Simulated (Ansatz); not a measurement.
Relaxation of CH7N3 (11 atoms, charge 0, multiplicity 1), to a largest force component of 0.015 eV/Å in at most 40 steps.

Computed with RHF/def2-SVP (Ansatz).

```xyz
11
Properties=species:S:1:pos:R:3
N -0.806 0.884 -0.269
C 0.305 0.280 0.180
N -0.191 -0.696 1.064
N 0.853 -0.433 -0.934
H -1.114 0.441 -1.141
H -0.557 1.858 -0.618
H 1.077 0.964 0.617
H 0.700 -1.030 1.565
H -0.414 -1.478 0.544
H 1.300 0.219 -1.483
H -0.051 -0.630 -1.482
```

Problem. Where does it end, and by what steps?

Solution. The forces met the threshold. After 9 steps the energy has fallen by 1.895 eV; H9 moved furthest, 0.67 Å.

```csv
step,energy less start (eV),largest force component (eV/Å),accepted
0,0.0000,7.399,yes
1,-1.4800,1.674,yes
2,-1.7254,0.610,yes
3,-1.8405,0.519,yes
4,-1.8711,0.939,yes
5,-1.8887,0.201,yes
6,-1.8932,0.164,yes
7,-1.8951,0.035,yes
8,-1.8952,0.034,yes
9,-1.8954,0.007,yes
```

```xyz
11
Properties=species:S:1:pos:R:3
N -0.855 1.021 -0.242
C 0.326 0.280 0.131
N -0.045 -0.708 1.108
N 1.076 -0.325 -0.957
H -1.490 0.456 -0.782
H -0.621 1.823 -0.798
H 1.007 0.994 0.600
H 0.672 -1.405 1.189
H -0.909 -1.161 0.873
H 1.435 0.366 -1.592
H 0.504 -0.961 -1.488
```

Whether the end is a true minimum wasn't checked by a vibrational analysis.

Time of the run: 17 s on 1 thread of Arm Neoverse V2, on a shared host, peak memory 0.26 GiB.
